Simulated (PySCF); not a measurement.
## A series of derivatives of cyclopropene

Parent skeleton `[CH:1]1=[CH:2][CH2:3]1`; one hydrogen on atom 1 is replaced by X. Hydrogens on one atom are averaged.

Calculated, not measured (PySCF): shieldings: GIAO PBE0/pcSseg-1, geometry: PBE0-D3(BJ)/def2-SVP. Fast rotation and ring inversion assumed for equivalent nuclei, gas phase, one computed conformer, non-relativistic Hamiltonian.

Scale: TMS for 13C (σref 184.41), 1H (σref 31.27) (reference shieldings calculated alike).

Parent (X = H): C1 118.5, C2 118.5, C3 5.8, H(C2) 7.29, H(C3) 1.16 ppm. Effects are Δδ = δ(X) − δ(H), positive for deshielding.

Q: Give Δδ (ppm) for X = NHCHO, CH2CN, vinyl.

A: 
```tsv
X	SMILES	C1	C2	C3	H(C2)	H(C3)
NHCHO	O=CNC1=CC1	+3.1	-41.0	+9.8	-1.63	+0.81
CH2CN	N#CCC1=CC1	+2.3	-5.2	+6.1	-0.12	+0.17
vinyl	C=CC1=CC1	+4.9	-5.1	+1.9	-0.23	+0.07
```

Q: Which position responds most, and to which substituents?

A: C2: from -41.0 ppm with NHCHO to -5.1 ppm with vinyl.
